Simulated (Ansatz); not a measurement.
# Si2H2 (triplet): the correlation ladder, def2-TZVPP

The task here is to estimate one member of a computed series from the others.

Program: Ansatz 0.2.0, Gaussian basis. Level of theory: def2-TZVPP, core rule «outside noble gas», up to 10 orbitals frozen. These are calculated values, not measurements.

The runs, in order: UHF; ROHF; CCSD(T) on UHF.

2 further runs of the same task are left out: 2 set aside as unsound or not needed.

## The system

The geometry is a PBE0/def2-TZVP stationary point (not a proven minimum).

4 atoms, charge 0, spin multiplicity 3.

Atoms are counted from 1 here; the program's logs count them from 0.

Bond lengths: Si1–Si2 2.273 Å, Si1–H3 1.514 Å, Si2–H4 1.514 Å. Angles: Si2–Si1–H3 104.6°, Si1–Si2–H4 104.6°.

Set-up of the first run:

in.yaml reads:

```yaml
crystal:
  periodic: [false, false, false]
  atoms:
    - {symbol: Si, position_ang: [0.000000, -0.135595, 1.128508]}
    - {symbol: Si, position_ang: [0.000000, 0.135595, -1.128508]}
    - {symbol: H, position_ang: [0.000000, 1.273421, 1.682307]}
    - {symbol: H, position_ang: [0.000000, -1.273421, -1.682307]}
basis:
  gaussian: {orbitals: def2-TZVPP}
magnetization: {spin_polarized: true, initial_magnetization: 2}
hamiltonian: {xc: hf}
output: {orbitals: {seedname: orbitals}}
```

Launch:

```sh
$ ansatz run in.yaml --threads 1 --pin off --events-out ev --progress --plain --max-ram 4096MiB --backend cpu
```

Among the steps run: UHF; ROHF; CCSD(T) on UHF.

One table of the session follows, with a row left open; its other results are not shown here.

It belongs to the step «Misses and costs». 

| method | from UCCSD(T) (meV) |
| --- | --- |
| ROHF | +6848.5 |
| UHF | +6632.6 |
| UMP2 | ? |
| UCCSD | +333.1 |
| UCCSD(T) | 0 |

Q: Estimate the row for UMP2 from the others.

**Answer.** from UCCSD(T) (meV): +1404.7. In the column «from UCCSD(T) (meV)» it lies between UCCSD (+333.1) and UHF (+6632.6).

With the free atoms at the same levels and basis (separate runs), the atomisation energy is 8.683 eV at UCCSD(T), 6.249 eV at ROHF.
